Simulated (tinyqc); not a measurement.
Stretching all distances: RHF, UHF, MP2, CISD and CCSD against full CI in the sto-6g basis, for H2O, spin multiplicity 1. Computed by the program tinyqc with PySCF. Command: `OMP_NUM_THREADS=1 python tinyqc.py 112122 112123 out.jsonl`; one thread of a shared host (Intel(R) Xeon(R) Processor @ 2.60GHz), about 20 s.

Geometry (angstrom):

| atom | x | y | z |
|---|---|---|---|
| O | 0.0000 | 0.0000 | 0.0000 |
| H | 0.0000 | 0.6680 | 0.5900 |
| H | 0.0000 | -0.6650 | 0.5870 |

All coordinates are multiplied by the scale. c0^2 is the weight of the RHF determinant in the lowest singlet FCI state (UHF is spin-contaminated and may lie near states of higher spin) and n(LUMO) the first natural occupation beyond the occupied space.

Full CI energy (hartree) and errors against it (kcal/mol):

| scale | distance 1-2 (angstrom) | E(FCI) | RHF | UHF | MP2 | CISD | CCSD | <S^2> UHF | c0^2 | n(LUMO) |
|---|---|---|---|---|---|---|---|---|---|---|
| 0.890 | 0.793 | -75.58568 | 21.026 | 21.026 | 5.200 | 0.162 | 0.036 | 0.000 | 0.986 | 0.015 |
| 1.070 | 0.954 | -75.72825 | 31.741 | 31.741 | 8.813 | 0.451 | 0.067 | 0.000 | 0.973 | 0.028 |
| 1.240 | 1.105 | -75.73080 | 45.921 | 45.921 | 13.835 | 1.167 | 0.136 | 0.000 | 0.951 | 0.050 |
| 1.420 | 1.266 | -75.68307 | 66.104 | 66.104 | 21.151 | 2.956 | 0.299 | 4.15e-03 | 0.911 | 0.092 |
| 1.590 | 1.417 | -75.62540 | 90.535 | 68.630 | 30.000 | 6.380 | 0.533 | 0.927 | 0.853 | 0.156 |
| 1.770 | 1.578 | -75.56857 | 122.239 | 51.567 | 41.149 | 12.690 | 0.570 | 1.430 | 0.767 | 0.255 |
| 1.940 | 1.729 | -75.52642 | 157.146 | 33.409 | 52.494 | 21.422 | -0.593 | 1.684 | 0.666 | 0.376 |
| 2.120 | 1.889 | -75.49609 | 197.500 | 18.724 | 63.949 | 32.461 | -4.714 | 1.831 | 0.546 | 0.519 |

UHF parts from RHF first at scale 1.59 of those listed, where <S^2> leaves zero. The weight c0^2 goes from 0.99 to 0.55 and n(LUMO) from 0.01 to 0.52: static correlation grows as the bonds break into open-shell fragments. The spread of the error along the curve, which distorts its shape, is CCSD 5.3, CISD 32.3, UHF 49.9, MP2 58.7, RHF 176.5 kcal/mol. Below FCI somewhere: CCSD, as non-variational methods may be.
